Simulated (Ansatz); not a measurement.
# CH2N2 (SMILES N=C=N) at CCSD(T)/def2-TZVP

What is the vertical singlet–triplet gap of CH2N2 at CCSD(T)/def2-TZVP? 

The results are computed with Ansatz 0.2.0.

50 further runs of the same task are left out: 50 set aside as unsound or not needed.

## Step 1: The system as given

CH2N2: 5 atoms, total charge 0, spin state singlet. As SMILES, `N=C=N`. Geometry: relaxed at PBE0-D4/def2-TZVP.

Bond lengths: N1–C2 1.217 Å, C2–N3 1.217 Å, N1–H4 1.010 Å, N3–H5 1.010 Å. Angles: N1–C2–N3 171.2°, C2–N1–H4 119.5°, C2–N3–H5 119.5°.

## Step 2: The energy at CCSD(T)/def2-TZVP

The input, job.yaml:

```yaml
crystal:
  periodic: [false, false, false]
  atoms:
    - {symbol: N, position_ang: [-1.223010, -0.197100, -0.034990]}
    - {symbol: C, position_ang: [-0.008090, -0.139620, -0.075660]}
    - {symbol: "N", position_ang: [1.197320, -0.245880, -0.204970]}
    - {symbol: H, position_ang: [-1.767940, 0.622550, -0.262140]}
    - {symbol: H, position_ang: [1.801730, -0.039940, 0.577760]}
basis:
  gaussian:
    orbitals: def2-TZVP
magnetization:
  spin_polarized: false
  initial_magnetization: 0
correlation:
  method: ccsd_t
  frozen_orbitals: {C: 1, H: 0, "N": 1}
accuracy: high
scf:
  omitted_lower_state_checks: [cluster_reference, increment]
```

Run with:

```bash
$ ansatz run job.yaml --threads 1 --pin off --max-ram 3480MiB --events-out events.jsonl --progress --plain --runs-dir runs
```

The program printed:

```text
Warning: RAYON_NUM_THREADS=1 ignored (pool sized by the plan → 1); use --threads N
Functional definition: HF
  name "HF"
  exchange = exact_x
  correlation = 0
these checks for a lower state are left out or cut short: cluster_reference, increment
1744 factors; integrals over basis functions are off by at most 3.7e-9 eV
mean field evaluation 1: about -4023.9664 eV, gradient 3.4e1 eV
mean field evaluation 2: about -4023.9707 eV, gradient 3.4e1 eV
mean field evaluation 4: about -4026.2067 eV, gradient 3.1e0 eV
mean field evaluation 8: about -4026.2531 eV, gradient 1.7e-1 eV
mean field -4026.25348784 eV, -147.9620865854 hartree, gradient 3.3e-8 eV, S^2 0.000000; 0 other end points of the search recorded, 0 dependent functions left out
3 core orbitals not correlated: weight in the atoms' cores, before any rotation towards them, 1.000 or more for the frozen orbitals, at most 0.000 for the correlated occupied ones
reference -4026.25348784 eV, -147.9620865854 hartree; 8, 8 occupied and 94, 94 virtual orbitals, 1744 factors
second order -14.82440587 eV of doubles, -0.00000000 eV of singles
cycle   1  -14.47812137 eV  change    3.5e-1 eV  update   1.0e-1
cycle   2  -14.89944941 eV  change   -4.2e-1 eV  update   3.4e-2
cycle   3  -15.00758713 eV  change   -1.1e-1 eV  update   1.6e-2
cycle   4  -14.99343514 eV  change    1.4e-2 eV  update   3.7e-3
cycle   5  -14.99363300 eV  change   -2.0e-4 eV  update   1.5e-3
cycle   6  -14.99361533 eV  change    1.8e-5 eV  update   4.4e-4
cycle   7  -14.99331468 eV  change    3.0e-4 eV  update   2.3e-4
cycle   8  -14.99335562 eV  change   -4.1e-5 eV  update   8.5e-5
cycle   9  -14.99335671 eV  change   -1.1e-6 eV  update   2.7e-5
cycle  10  -14.99334376 eV  change    1.3e-5 eV  update   9.0e-6
cycle  11  -14.99335213 eV  change   -8.4e-6 eV  update   2.9e-6
cycle  12  -14.99335328 eV  change   -1.2e-6 eV  update   1.0e-6
cycle  13  -14.99335421 eV  change   -9.2e-7 eV  update   3.5e-7
cycle  14  -14.99335410 eV  change    1.0e-7 eV  update   1.2e-7
cycle  15  -14.99335402 eV  change    8.4e-8 eV  update   5.6e-8
cycle  16  -14.99335401 eV  change    1.4e-8 eV  update   3.3e-8
cycle  17  -14.99335466 eV  change   -6.5e-7 eV  update   1.4e-7
cycle  18  -14.99335464 eV  change    2.2e-8 eV  update   3.9e-8
cycle  19  -14.99335469 eV  change   -5.3e-8 eV  update   1.2e-8
cycle  20  -14.99335469 eV  change   -2.7e-9 eV  update   4.8e-9
cycle  21  -14.99335469 eV  change   6.4e-10 eV  update   1.7e-9
perturbative correction -0.75759627 eV, -0.0278411494 hartree
Total energy: -4042.00443880 eV, -148.5409233569 hartree
Checks for a lower state left out: cluster_reference, increment
```

Wall time 17 s (1 thread of Arm Neoverse V2, shared host); peak memory 0.83 GiB.

## Step 3: The triplet

The input, in.yaml:

```yaml
crystal:
  periodic: [false, false, false]
  atoms:
    - {symbol: N, position_ang: [-1.223010, -0.197100, -0.034990]}
    - {symbol: C, position_ang: [-0.008090, -0.139620, -0.075660]}
    - {symbol: N, position_ang: [1.197320, -0.245880, -0.204970]}
    - {symbol: H, position_ang: [-1.767940, 0.622550, -0.262140]}
    - {symbol: H, position_ang: [1.801730, -0.039940, 0.577760]}
basis:
  gaussian:
    orbitals: def2-TZVP
magnetization:
  spin_polarized: true
  initial_magnetization: 2
scf:
  omitted_lower_state_checks: [cluster_reference, increment]
accuracy: high
correlation:
  method: ccsd_t
  frozen_orbitals: {C: 1, H: 0, "N": 1}
```

Run with:

```bash
$ ansatz run in.yaml --threads 1 --pin off --max-ram 3480MiB --events-out events.jsonl --progress --plain --runs-dir runs
```

The program printed:

```text
Warning: RAYON_NUM_THREADS=1 ignored (pool sized by the plan → 1); use --threads N
[... 4 set-up lines as earlier in the session ...]
these checks for a lower state are left out or cut short: cluster_reference, increment
1744 factors; integrals over basis functions are off by at most 3.7e-9 eV
mean field evaluation 1: about -4018.7481 eV, gradient 1.8e1 eV
mean field evaluation 2: about -4018.7531 eV, gradient 1.8e1 eV
mean field evaluation 4: about -4020.6303 eV, gradient 2.6e0 eV
mean field evaluation 8: about -4020.7293 eV, gradient 2.5e-1 eV
mean field evaluation 16: about -4020.7333 eV, gradient 2.4e-2 eV
mean field evaluation 32: about -4020.7335 eV, gradient 2.9e-4 eV
mean field evaluation 64: about -4020.7299 eV, gradient 2.8e-1 eV
mean field evaluation 96: about -4020.0362 eV, gradient 5.1e0 eV
mean field evaluation 128: about -4020.7400 eV, gradient 2.6e-2 eV
mean field evaluation 160: about -4020.6965 eV, gradient 3.2e-1 eV
mean field evaluation 192: about -4020.7411 eV, gradient 2.6e-2 eV
mean field evaluation 224: about -4020.7401 eV, gradient 1.9e-1 eV
mean field evaluation 256: about -4020.7347 eV, gradient 1.2e-1 eV
mean field evaluation 288: about -4020.7335 eV, gradient 3.0e-4 eV
mean field evaluation 320: about -4020.7403 eV, gradient 8.0e-2 eV
mean field -4020.74123884 eV, -147.7595151712 hartree, gradient 3.2e-8 eV, S^2 2.025062; 25 other end points of the search recorded, 0 dependent functions left out
3 core orbitals not correlated: weight in the atoms' cores, before any rotation towards them, 1.000 or more for the frozen orbitals, at most 0.000 for the correlated occupied ones
reference -4020.74123884 eV, -147.7595151712 hartree; 9, 7 occupied and 93, 95 virtual orbitals, 1744 factors
second order -13.67066246 eV of doubles, -0.00000000 eV of singles
cycle   1  -13.72149906 eV  change   -5.1e-2 eV  update   1.1e-1
cycle   2  -14.13510869 eV  change   -4.1e-1 eV  update   3.6e-2
cycle   3  -14.26366976 eV  change   -1.3e-1 eV  update   3.0e-2
cycle   4  -14.26612235 eV  change   -2.5e-3 eV  update   1.6e-2
cycle   5  -14.27244852 eV  change   -6.3e-3 eV  update   1.1e-2
cycle   6  -14.28119295 eV  change   -8.7e-3 eV  update   5.4e-3
cycle   7  -14.28329130 eV  change   -2.1e-3 eV  update   2.5e-3
cycle   8  -14.28440812 eV  change   -1.1e-3 eV  update   1.4e-3
cycle   9  -14.28393822 eV  change    4.7e-4 eV  update   9.5e-4
cycle  10  -14.28371783 eV  change    2.2e-4 eV  update   7.0e-4
cycle  11  -14.28408879 eV  change   -3.7e-4 eV  update   4.8e-4
cycle  12  -14.28416186 eV  change   -7.3e-5 eV  update   2.5e-4
cycle  13  -14.28416598 eV  change   -4.1e-6 eV  update   1.5e-4
cycle  14  -14.28413504 eV  change    3.1e-5 eV  update   8.2e-5
cycle  15  -14.28407194 eV  change    6.3e-5 eV  update   6.4e-5
cycle  16  -14.28411507 eV  change   -4.3e-5 eV  update   5.4e-5
cycle  17  -14.28412811 eV  change   -1.3e-5 eV  update   5.0e-5
cycle  18  -14.28412980 eV  change   -1.7e-6 eV  update   4.4e-5
cycle  19  -14.28409573 eV  change    3.4e-5 eV  update   3.5e-5
cycle  20  -14.28407586 eV  change    2.0e-5 eV  update   2.2e-5
cycle  21  -14.28407776 eV  change   -1.9e-6 eV  update   1.6e-5
cycle  22  -14.28408954 eV  change   -1.2e-5 eV  update   1.3e-5
cycle  23  -14.28409524 eV  change   -5.7e-6 eV  update   1.2e-5
cycle  24  -14.28409686 eV  change   -1.6e-6 eV  update   1.0e-5
cycle  25  -14.28409211 eV  change    4.8e-6 eV  update   8.9e-6
cycle  26  -14.28408848 eV  change    3.6e-6 eV  update   6.8e-6
cycle  27  -14.28409223 eV  change   -3.8e-6 eV  update   4.4e-6
cycle  28  -14.28409418 eV  change   -2.0e-6 eV  update   2.3e-6
cycle  29  -14.28409466 eV  change   -4.8e-7 eV  update   1.0e-6
cycle  30  -14.28409435 eV  change    3.2e-7 eV  update   5.4e-7
cycle  31  -14.28409389 eV  change    4.6e-7 eV  update   3.5e-7
cycle  32  -14.28409383 eV  change    6.6e-8 eV  update   2.4e-7
cycle  33  -14.28409379 eV  change    3.9e-8 eV  update   1.8e-7
cycle  34  -14.28409377 eV  change    1.8e-8 eV  update   1.4e-7
cycle  35  -14.28409382 eV  change   -5.0e-8 eV  update   9.8e-8
cycle  36  -14.28409385 eV  change   -3.4e-8 eV  update   7.5e-8
cycle  37  -14.28409389 eV  change   -4.0e-8 eV  update   5.6e-8
cycle  38  -14.28409388 eV  change    1.2e-8 eV  update   4.5e-8
cycle  39  -14.28409434 eV  change   -4.6e-7 eV  update   1.3e-7
cycle  40  -14.28409429 eV  change    4.5e-8 eV  update   5.0e-8
cycle  41  -14.28409435 eV  change   -5.5e-8 eV  update   2.9e-8
cycle  42  -14.28409436 eV  change   -9.6e-9 eV  update   2.1e-8
cycle  43  -14.28409435 eV  change    5.3e-9 eV  update   1.6e-8
cycle  44  -14.28409436 eV  change   -7.9e-9 eV  update   1.3e-8
cycle  45  -14.28409436 eV  change   5.9e-11 eV  update   1.0e-8
cycle  46  -14.28409436 eV  change  -9.7e-10 eV  update   8.7e-9
cycle  47  -14.28409436 eV  change   6.1e-10 eV  update   7.2e-9
cycle  48  -14.28409436 eV  change    2.3e-9 eV  update   4.7e-9
cycle  49  -14.28409436 eV  change  -8.3e-10 eV  update   3.1e-9
cycle  50  -14.28409436 eV  change  -1.4e-10 eV  update   2.0e-9
cycle  51  -14.28409436 eV  change  -2.9e-12 eV  update   1.7e-9
perturbative correction -0.67684978 eV, -0.0248737706 hartree
Total energy: -4035.70218298 eV, -148.3093197273 hartree
Checks for a lower state left out: cluster_reference, increment
```

Run time: 2 min. Hardware: 1 thread of Arm Neoverse V2, shared host; peak memory 1.7 GiB.

## Step 4: Summary of results

At CCSD(T)/def2-TZVP, 3 core orbitals frozen:

```
                                            quantity          value
                               singlet: total energy  -148.54092 Eh
singlet: correlation energy (3 core orbitals frozen)     -578.8 mEh
                             singlet: (T) correction     -27.84 mEh
                              singlet: T1 diagnostic          0.017
                               triplet: total energy  -148.30932 Eh
triplet: correlation energy (3 core orbitals frozen)     -549.8 mEh
                             triplet: (T) correction     -24.87 mEh
          triplet: ⟨S²⟩ of the reference determinant          2.025
                              triplet: T1 diagnostic          0.035
    vertical energy of the triplet above the singlet       6.302 eV
```

In words: At this shape the triplet lies 6.30 eV (145 kcal/mol) above the singlet. The triples (singlet) make up 4.8 % of the correlation energy. The triples (triplet) make up 4.5 % of the correlation energy.
